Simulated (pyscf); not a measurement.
Thermochemistry of product channels of HS–GaH₂ (SMILES [SH][GaH2]) + H• (SMILES [H]) on the doublet surface, in kJ/mol, from ωB97M-D3(BJ)/def2-TZVP energies (ideal gas, 1 atm, RRHO with modes under 100 cm⁻¹ raised to 100, one conformer, R ln 2 for chiral ones without a mode under 150 cm⁻¹). Structures and frequencies: ωB97X-D3(BJ)/def2-SVP in PySCF.

| products | ΔE | ΔH(298 K) | ΔG(900 K) | ΔG(1200 K) |
|---|---|---|---|---|
| [HS–GaH]• (SMILES [SH][GaH]) + H₂ (SMILES [H][H]) | (withheld) | -94.5 | -109.5 | -113.1 |
| H₂S (SMILES S) + GaH₂• (SMILES [GaH2]) | (withheld) | -12.0 | -40.6 | -45.9 |

### Question
What belongs in the gaps?

### Answer

- [HS–GaH]• (SMILES [SH][GaH]) + H₂ (SMILES [H][H]), ΔE: -100.8
- H₂S (SMILES S) + GaH₂• (SMILES [GaH2]), ΔE: -19.3

These are energies of the channels, which say nothing of barriers. Elements up to Kr have no core potential and no relativistic terms here.
